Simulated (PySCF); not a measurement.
Spin states of O₂⁺

Unrestricted PBE0; PySCF, no relativity, basis sets O 6-311G(d,p). Outer shells of the fragments: O+ 2s2 2p3; O 2s2 2p4.

Followed along the bond (rough minima from three points):

```csv
2Ms+1,unpaired,⟨S²⟩ at the start,R at minimum (Å),Te (eV)
2,π ↑,0.99,1.10,0.00
4,π ↑↑↑,3.76,1.35,3.70
```

Solutions found at the starting distance of 1.300 Å, counted from the lowest of them; the search is not exhaustive and high or unbound solutions are not listed, so other states can lie among these:

```json
{"2Ms+1": "2", "unpaired": "π ↑", "term": "²Π", "E (eV)": "0.00", "⟨S²⟩": "0.99", "⟨Lz²⟩": "1.07"}
{"2Ms+1": "4", "unpaired": "π ↑↑↑", "term": "⁴Π", "E (eV)": "2.11", "⟨S²⟩": "3.76", "⟨Lz²⟩": "1.00"}
{"2Ms+1": "2", "unpaired": "π ↑↑↓", "term": "mixed", "E (eV)": "2.98", "⟨S²⟩": "1.75", "⟨Lz²⟩": "3.01"}
{"2Ms+1": "4", "unpaired": "σ ↑, π ↑↑", "term": "⁴Σ⁻", "E (eV)": "4.21", "⟨S²⟩": "3.76", "⟨Lz²⟩": "0.00"}
{"2Ms+1": "2", "unpaired": "σ ↓, π ↑↑", "term": "mixed", "E (eV)": "5.34", "⟨S²⟩": "1.77", "⟨Lz²⟩": "0.00"}
{"2Ms+1": "2", "unpaired": "π ↑", "term": "mixed", "E (eV)": "5.66", "⟨S²⟩": "0.75", "⟨Lz²⟩": "3.00"}
```

A term symbol is given only where ⟨S²⟩ and ⟨Lz²⟩ are close to those of a pure state; real π, δ and φ orbitals otherwise mix terms, and g/u labels are left off.

Problem. Compare the gap between the two lowest followed solutions at the starting distance with the gap between their minima.

Solution. At PBE0 the second solution (quartet, unpaired electrons π ↑↑↑) lies +2.11 eV from the first (doublet, unpaired electrons π ↑) at 1.300 Å and +3.70 eV at the minima; the two curves relax by different amounts, since their minima lie near 1.35 and 1.10 Å.

Counting both spins, an empty level lies below a filled one in some of these solutions, because spin and occupation are held.
